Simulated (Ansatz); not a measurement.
Molecule: O$_{2}$, charge 0, multiplicity 3. 
Structure (B3LYP-D3(BJ)/def2-TZVP (Ansatz, an electronic-structure program) minimum search):
```
O
O 1 1.2043
```
Charge 0, spin multiplicity 3.

Wanted: vertical electron affinity (to the doublet state of charge -1; a negative value means that the extra electron is unbound and the number depends on the basis; each state is the SCF solution reached for its spin), in eV. Cores are frozen in the correlated levels unless marked. Open shells are spin-unrestricted. Spin-orbit coupling is left out. No relativistic terms. Anions need diffuse functions: aug- sets have them; def2-D sets add few. Basis-set limits of correlation are two-point, X^-3; Hartree-Fock from the larger set.

```csv
level,program,vertical electron affinity (eV)
SVWN5/def2-TZVPD,Ansatz,0.08
PBE/def2-TZVPD,Ansatz,[?]
B3LYP/def2-TZVPD,Ansatz,[?]
wB97M-V/def2-TZVPD,Ansatz,-0.07
wB97X/def2-TZVPD,Ansatz,[?]
"CCSD(T)/CBS(aug-cc-pVTZ,aug-cc-pVQZ)",Ansatz,-0.10
```

Q: Some entries are withheld; supply them.

A: 
- PBE/def2-TZVPD, vertical electron affinity (eV): -0.13
- B3LYP/def2-TZVPD, vertical electron affinity (eV): 0.03
- wB97X/def2-TZVPD, vertical electron affinity (eV): -0.11
